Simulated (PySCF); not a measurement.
**Simulated characterisation data**

One computed conformer, fast rotation and ring inversion assumed for equivalent nuclei, in vacuum, relativity neglected. PBE0-D3(BJ)/def2-SVP geometry; NMR shieldings at PBE0/pcSseg-1/GIAO; J: B3LYP/pcJ-1 (spin–dipole term left out of most H,H and C,H couplings); PySCF.

References, each an isolated molecule treated in the same way: 1H (σref 31.27) and 13C (σref 184.41) vs TMS. Multiplet labels drop J under 1 Hz and among equivalent protons, and merge close values. Unscaled 3J(H,H) run several per cent high. One-bond C–F couplings are unscaled and too large by tens of Hz. Shifts are as computed. Against solution values, carbons near 30 ppm lie about +2 ppm off and those near 130 ppm about +5 ppm. Of 1313 compounds with measured shifts, 239 miss one by over three times the rms of a fit or turn the order of signals round; such compounds aren't used in these exercises.

Compound 1 (C$_{7}$H$_{4}$F$_{3}$N). 1H NMR (500 MHz, computed): δ 8.77 (m, 1H), 7.81 (td, J = 8.7, 1.6 Hz, 1H), 7.47 (ddd, J = 9.0, 4.9, 1.0 Hz, 1H), 7.10 (dd, J = 8.4, 5.3 Hz, 1H). 13C{1H} NMR (computed): δ 164.3 (ddd, J = 386.8, 368.5, 46.7 Hz), 155.1, 154.3 (dd, J = 26.8, 10.9 Hz), 141.8, 134.7 (ddd, J = 287.7, 32.0, 23.7 Hz), 126.3, 122.7 (d, J = 6.5 Hz). Structure: `FC(F)=C(F)c1ccccn1`.

Compound 2 (C$_{4}$H$_{8}$). 1H NMR (500 MHz, computed): δ 1.02 (m, 3H), 0.51 (m, 1H), 0.43 (m, 2H), -0.06 (m, 2H). 13C{1H} NMR (computed): δ 21.3, 7.2, 6.6. Structure: `CC1CC1`.

Compound 3 (CHN). 1H NMR (500 MHz, computed): δ 2.63 (s, 1H). 13C{1H} NMR (computed): δ 112.5. Structure: SMILES C#N.
